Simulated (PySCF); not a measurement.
**Computed NMR parameters against published values**

Molfile (atoms numbered from 1):
```
C3H9N
     RDKit          3D

 13 12  0  0  0  0  0  0  0  0999 V2000
    1.2564   -0.4320    0.4042 C   0  0  0  0  0  0  0  0  0  0  0  0
   -0.0479   -0.1607   -0.3221 C   0  0  0  0  0  0  0  0  0  0  0  0
   -0.4603    1.2937   -0.1934 C   0  0  0  0  0  0  0  0  0  0  0  0
   -1.0922   -0.9994    0.2534 N   0  0  0  0  0  0  0  0  0  0  0  0
    1.1443   -0.2167    1.4698 H   0  0  0  0  0  0  0  0  0  0  0  0
    2.0624    0.1866    0.0033 H   0  0  0  0  0  0  0  0  0  0  0  0
    1.5555   -1.4789    0.3002 H   0  0  0  0  0  0  0  0  0  0  0  0
    0.1132   -0.3722   -1.3933 H   0  0  0  0  0  0  0  0  0  0  0  0
    0.2980    1.9540   -0.6200 H   0  0  0  0  0  0  0  0  0  0  0  0
   -1.4022    1.4847   -0.7158 H   0  0  0  0  0  0  0  0  0  0  0  0
   -0.5999    1.5525    0.8592 H   0  0  0  0  0  0  0  0  0  0  0  0
   -1.9719   -0.8526   -0.2269 H   0  0  0  0  0  0  0  0  0  0  0  0
   -0.8582   -1.9798    0.1528 H   0  0  0  0  0  0  0  0  0  0  0  0
  1  2  1  0
  2  3  1  0
  2  4  1  0
  1  5  1  0
  1  6  1  0
  1  7  1  0
  2  8  1  0
  3  9  1  0
  3 10  1  0
  3 11  1  0
  4 12  1  0
  4 13  1  0
M  END
```

Measured values that the calculation should reproduce: δ $^{13}$C C2 43.0; C1/C3 26.5; δ $^{1}$H H8 3.07; H5/H6/H7/H9/H10/H11 1.03 ppm (measured; solution, not stated per compound (mostly CDCl3 or CCl4); Pretsch, Buehlmann, Badertscher, Structure Determination of Organic Compounds, 4th ed. (2009)).

[PySCF 2.14.0 with density-fitted response routines: PBE0-D3(BJ)/def2-TZVP geometry; NMR shieldings at B97-2/pcSseg-2/GIAO; single conformer; equivalent nuclei averaged; relativity neglected; isolated molecule]

Question: How close does the calculation come?

Answer: 
Reference values: measured (solution, not stated per compound (mostly CDCl3 or CCl4); Pretsch, Buehlmann, Badertscher, Structure Determination of Organic Compounds, 4th ed. (2009)).
```json
{"atoms": "C2", "quantity": "δ $^{13}$C", "reference": "43.0", "computed": "47.8", "computed, scaled": "44.1"}
{"atoms": "C1/C3", "quantity": "δ $^{13}$C", "reference": "26.5", "computed": "27.2", "computed, scaled": "24.2"}
{"atoms": "H8", "quantity": "δ $^{1}$H", "reference": "3.07", "computed": "3.35", "computed, scaled": "3.28"}
{"atoms": "H5/H6/H7/H9/H10/H11", "quantity": "δ $^{1}$H", "reference": "1.03", "computed": "0.97", "computed, scaled": "1.05"}
```

Computed shifts are σ(ref) − σ with the named reference compound (TMS for H and C) calculated as an isolated molecule at the same level. The measured values may be among those fitted. Expected solution values come from regression of measured δ (H and C: mostly CDCl3, vs TMS) on computed σ: $^{13}$C (scatter 2.0 ppm rms, 2.1 ppm with the 3 outliers that the fit left out); $^{1}$H (scatter 0.14 ppm rms, 0.16 ppm with the 5 outliers that the fit left out). A few per cent of atoms miss by over 2 rms, more outside the fitted compound classes. H not on carbon is unscaled (vs computed TMS).

Question: How far are the unscaled $^{13}$C shifts from the references?

Answer: Mean signed difference +2.75 ppm, mean absolute 2.75 ppm over 2 comparisons; the largest is +4.8 ppm at C2 (sp3 CH bonded to N).

Question: How far are the unscaled $^{1}$H shifts from the references?

Answer: Mean signed difference +0.11 ppm, mean absolute 0.17 ppm over 2 comparisons; the largest is +0.28 ppm at H8 (hydrogen on an sp3 CH bonded to N).
